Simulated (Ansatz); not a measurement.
Input for Ansatz (development build ahead of 0.2.0):

```yaml
crystal:
  periodic: [false, false, false]
  atoms:
    - { symbol: S, position_ang: [0.0, 0.0, 0.0] }
    - { symbol: H, position_ang: [2.2562, 0.0, 1.89318] }
    - { symbol: H, position_ang: [-1.80343, 0.0, 1.51326] }
basis:
  gaussian: { orbitals: "6-31G" }
magnetization:
  initial_magnetization: 2
hamiltonian:
  xc: hf
correlation:
  method: fci
  frozen_orbitals: { H: 0, S: 5 }
```

The input is written out in the form of the current development build from the run's settings.

Results

```
Converged    : yes
Total energy : -398.51086 hartree
State        : lowest triplet root, of any spatial symmetry
```
